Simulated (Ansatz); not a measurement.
**SiN₂H (quartet): wave-function methods side by side, def2-TZVPP**

One table from this session's results is given with a row withheld; the runs are named, their logs left out.

Program: Ansatz 0.2.0, Gaussian basis. Level of theory: def2-TZVPP, core rule «outside noble gas», up to 7 orbitals frozen. These are calculated values, not measurements.

To be run: UHF; ROHF; CCSD(T) on UHF.

## What is computed

The geometry is a PBE0/def2-TZVP stationary point (not a proven minimum).

4 atoms, charge 0, spin multiplicity 4.

Atoms are counted from 1 here; the program's logs count them from 0.

Bond lengths: N1–Si2 1.697 Å, Si2–N3 1.697 Å, Si2–H4 1.480 Å. Angles: N1–Si2–N3 124.0°, N1–Si2–H4 118.0°, N3–Si2–H4 118.0°.

Set-up of the first run:

Contents of in.yaml:

```yaml
crystal:
  periodic: [false, false, false]
  atoms:
    - {symbol: N, position_ang: [0.000000, -0.431982, 1.498918]}
    - {symbol: Si, position_ang: [0.000000, 0.364687, 0.000000]}
    - {symbol: N, position_ang: [0.000000, -0.431982, -1.498918]}
    - {symbol: H, position_ang: [0.000000, 1.844223, 0.000000]}
basis:
  gaussian: {orbitals: def2-TZVPP}
magnetization: {spin_polarized: true, initial_magnetization: 3}
hamiltonian: {xc: hf}
output: {orbitals: {seedname: orbitals}}
```

Command:

```bash
$ ansatz run in.yaml --threads 1 --pin off --events-out ev --progress --plain --max-ram 3968MiB --backend cpu
```

Steps of the session up to this table: UHF; ROHF; CCSD(T) on UHF.

One of the session's tables, all rows but one given; the rest of the session is left out.

```
  method  from UCCSD(T) (kJ/mol)
    ROHF                       ?
     UHF                 +1163.0
    UMP2                  +199.5
   UCCSD                   +52.5
UCCSD(T)                       0
```

Q: Estimate the row for ROHF from the others.

As computed: from UCCSD(T) (kJ/mol): +1273.9. In the column «from UCCSD(T) (kJ/mol)» it is the highest.

With the free atoms at the same levels and basis (separate runs), the atomisation energy is 8.754 eV at UCCSD(T), 4.113 eV at ROHF.
